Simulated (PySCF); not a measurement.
Compound: cyclopropyl isocyanate, C4H5NO.
SMILES: `O=C=NC1CC1`

Torsions of this conformer, `[O:1]=[C:2]=[N:3][CH:4]1[CH2:5][CH2:6]1`: C2–N3–C4–C5 -34°.

The closed-shell ground state was solved at several levels (PySCF, density fitting, gas phase, non-relativistic). One conformer (not necessarily the lowest) at the PBE0-D3(BJ)/def2-SVP geometry, without solvent, vibrations or thermal averaging.

| level | basis functions | total energy (Eh) | HOMO (eV) | LUMO (eV) | gap (eV) | dipole (D) |
| --- | --- | --- | --- | --- | --- | --- |
| B3LYP/def2-TZVP | 216 | -285.4897 | -7.24 | 0.35 | 7.59 | 3.14 |
| CAM-B3LYP/pcJ-1 | 212 | -285.2482 | -8.81 | 1.84 | 10.65 | 3.23 |
| B3LYP/pcJ-0 | 93 | -284.8320 | -7.36 | 0.54 | 7.90 | 3.32 |
| BHandHLYP/pcJ-1 | 212 | -285.2068 | -8.67 | 1.78 | 10.45 | 3.35 |
| B3LYP/6-31G-J | 92 | -285.3264 | -7.07 | 0.65 | 7.72 | 3.42 |

(1) What might B3LYP/cc-pVTZ (250 basis functions) give for the same quantities?

(2) Over all these levels, which gives the widest orbital gap and which the narrowest?

(3) How much does the basis alone move the frontier levels among the 4 B3LYP rows (the withheld one included)?

(4) How far do the dipole and the HOMO energy spread over the levels?

## Answers

(1) Total energy -285.4807 Eh, HOMO -7.19 eV, LUMO 0.44 eV, gap 7.63 eV, dipole 3.08 D.

(2) CAM-B3LYP/pcJ-1 (range-separated hybrid) has the widest, 10.65 eV, and B3LYP/def2-TZVP (global hybrid, 20 % exact exchange) the narrowest, 7.59 eV. Functional and basis both differ between the two, so the spread mixes both effects.

(3) The HOMO by 0.29 eV and the LUMO by 0.30 eV. By rising basis size (HOMO, LUMO in eV): 6-31G-J -7.07, 0.65; pcJ-0 -7.36, 0.54; def2-TZVP -7.24, 0.35; cc-pVTZ -7.19, 0.44.

(4) The dipole runs from 3.08 to 3.42 D (mean 3.26 D) and the HOMO from -8.81 to -7.07 eV.
